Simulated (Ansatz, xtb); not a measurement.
# Two isomers of AlH7PSi

Structure X: `[SiH2][AlH2-][PH3+]`, a doublet. Structure Y: `[AlH2][PH2][SiH3]`, a doublet. Both are isolated molecules in the gas phase, relaxed with BLYP-D3(BJ)/def2-SVP; the shapes shown needn't be the lowest conformers.

X (Å):

```yaml
atoms:
  - { symbol: Al, position_ang: [-0.9697, 1.1166, 2.7276] }
  - { symbol: P, position_ang: [0.3631, -0.4732, 1.2128] }
  - { symbol: Si, position_ang: [0.3801, 3.0400, 2.0749] }
  - { symbol: H, position_ang: [-0.1224, 4.1093, 1.1404] }
  - { symbol: H, position_ang: [1.4215, 3.6492, 2.9768] }
  - { symbol: H, position_ang: [-0.6316, 0.4294, 4.1323] }
  - { symbol: H, position_ang: [-2.3989, 0.9549, 2.0271] }
  - { symbol: H, position_ang: [0.1303, -1.8822, 1.0568] }
  - { symbol: H, position_ang: [1.7685, -0.5203, 1.4568] }
  - { symbol: H, position_ang: [0.4038, -0.1148, -0.1681] }
```

Y (Å):

```xyz
10

Al    0.6978    3.2788    2.2191
P    -0.6693    1.1714    2.1947
Si    0.5026   -0.6020    1.3280
H     1.1874    3.2389    0.6851
H    -0.3379    4.3975    2.7284
H    -1.9577    0.9219    1.5841
H    -0.9972    0.6581    3.4890
H     1.8124   -0.6584    2.0447
H     0.6955   -0.3189   -0.1269
H    -0.2664   -1.8723    1.5220
```

Task: Which of the two would you expect CCSD(T)/def2-SVP electronic energies to favour?

Result: Too close to call at this level: CCSD(T)/def2-SVP gives E(Y) − E(X) = −0.86 kcal/mol.

Level by level:

| level | geometry | E(Y) − E(X) (kcal/mol) | departure from the last row (kcal/mol) | job, with rough time for the two |
| --- | --- | --- | --- | --- |
| BLYP-D3(BJ)/def2-SVP | BLYP-D3(BJ)/def2-SVP | −2.16 | −1.30 | optimisation, 3.4 min |
| HF/def2-SVP | BLYP-D3(BJ)/def2-SVP | −1.90 | −1.04 | part of the CCSD(T) run |
| MP2/def2-SVP | BLYP-D3(BJ)/def2-SVP | −2.54 | −1.68 | part of the CCSD(T) run |
| CCSD(T)/def2-SVP | BLYP-D3(BJ)/def2-SVP | −0.86 |  | single point, 19 s |

As drawn, Y has 1 P–Si, 1 Si–H in place of 1 Al–Si, 1 P–H.

The largest departure from CCSD(T)/def2-SVP is that of MP2/def2-SVP, 1.68 kcal/mol. Levels run at GFN2-xTB geometries aren't shown.

With harmonic frequencies from BLYP-D3(BJ)/def2-SVP (ideal gas, rigid rotor, one conformer each, 400 K, 1 atm): on the last row, ΔE + ΔZPE = −0.53 kcal/mol. A mode under 50 cm⁻¹ makes harmonic enthalpies and free energies unreliable, so none is given.

Open shells are spin-unrestricted. The correlated steps freeze 15 core orbitals. Programs: Ansatz 0.2.0; the last row on 2 threads of Intel(R) Xeon(R) Platinum 8259CL CPU @ 2.50GHz (Skylake/Cascade Lake) on a shared host.
